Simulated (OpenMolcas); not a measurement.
**How basis sets differ on CS (carbon monosulfide)**

CS, singlet, SMILES `[C-]#[S+]`. Each level relaxes the structure for itself.

Quantity: the equilibrium bond length, in Å. The values are calculated.

**What was measured.** Huber and Herzberg, Constants of Diatomic Molecules gives the equilibrium bond length of the gas as 1.535 Å.

| level | kind | program | value (Å) | computed − measured |
| --- | --- | --- | --- | --- |
| SSB-D (no dispersion term)/def2-SVP | GGA | OpenMolcas | 1.545 | +0.010 |
| SSB-D (no dispersion term)/def2-SVPD | GGA | OpenMolcas | 1.546 | +0.011 |
| SSB-D (no dispersion term)/def2-TZVP | GGA | OpenMolcas | 1.542 | +0.007 |
| SSB-D (no dispersion term)/def2-TZVPD | GGA | OpenMolcas | 1.542 | +0.007 |
| SSB-D (no dispersion term)/def2-TZVPPD | GGA | OpenMolcas | 1.542 | +0.007 |

Nearest: SSB-D (no dispersion term)/def2-TZVP (+0.007 Å), SSB-D (no dispersion term)/def2-TZVPD (+0.007 Å), SSB-D (no dispersion term)/def2-TZVPPD (+0.007 Å); farthest: SSB-D (no dispersion term)/def2-SVPD (+0.011 Å).
